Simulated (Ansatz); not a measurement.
Reaction: C2H7N (N-methylmethanamine, SMILES CNC) → C2H6N (SMILES [CH2]NC, doublet) + H (doublet) (the C-H bond breaks)
Each species at its own B3LYP-D3(BJ)/def2-TZVP minimum (Ansatz, a quantum-chemistry and plane-wave program).

Wanted: bond dissociation energy (electronic), in kcal/mol. UHF or UKS for unpaired electrons; spin-orbit terms are left out. CBS(X,Y): correlation extrapolated as X^-3, Hartree-Fock from the larger set. A bracket is a step between two methods taken in the basis named. Functionals run without relativity, which enters their misses. 'core' is core correlation in cc-pwCVTZ, 'X2C' scalar relativity in cc-pVTZ-DK, both at CCSD(T). For partners of very few electrons the exact lower level stands in for a higher one.

CCSD(T)/CBS(cc-pVTZ,cc-pVQZ) + [CCSDT(Q) - CCSD(T)]/cc-pVDZ + core + X2C (Ansatz) gives 99.8 kcal/mol.

Q: How far off this value is PBE/def2-TZVPD (Ansatz), in which direction, and which of these levels come nearer: r2SCAN/def2-TZVPD, B3LYP/def2-TZVPD, PBE0/def2-TZVPD, wB97M-V/def2-TZVPD, CCSD(T)/CBS(cc-pVTZ,cc-pVQZ) + core + X2C?

A: PBE gives 93.6 kcal/mol, 6.2 kcal/mol below it. Differences of the others: r2SCAN/def2-TZVPD (Ansatz) -5.9; B3LYP/def2-TZVPD (Ansatz) -4.2; PBE0/def2-TZVPD (Ansatz) -5.2; wB97M-V/def2-TZVPD (Ansatz) -1.6; CCSD(T)/CBS(cc-pVTZ,cc-pVQZ) + core + X2C (Ansatz) 0.0 kcal/mol. Nearer than PBE: r2SCAN/def2-TZVPD, B3LYP/def2-TZVPD, PBE0/def2-TZVPD, wB97M-V/def2-TZVPD, CCSD(T)/CBS(cc-pVTZ,cc-pVQZ) + core + X2C.
